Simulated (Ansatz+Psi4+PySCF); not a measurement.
**singlet Na2: levels of theory in one basis**

```xyz
2

Na    0.0000    0.0000    1.8915
Na    0.0000    0.0000   -1.8915
```

Basis set: cc-pCVTZ (spherical functions). Left uncorrelated: 2 orbitals. Charge 0, multiplicity 1.

Computed with Ansatz (development build ahead of 0.2.0) and Psi4 1.11; each method stands on the lowest determinant of its kind that the runs found.

```csv
method,E − E(RHF) (eV),<S²> of the determinant
RHF,0.00,0.00
RHF-MP2,-14.95,–
RHF-CCSD,-15.36,–
```

Task: What does RHF-CCSD(T) give on the same scale?

Result: -15.58 eV.

Caution: unrestricted orbitals would lower the determinant.
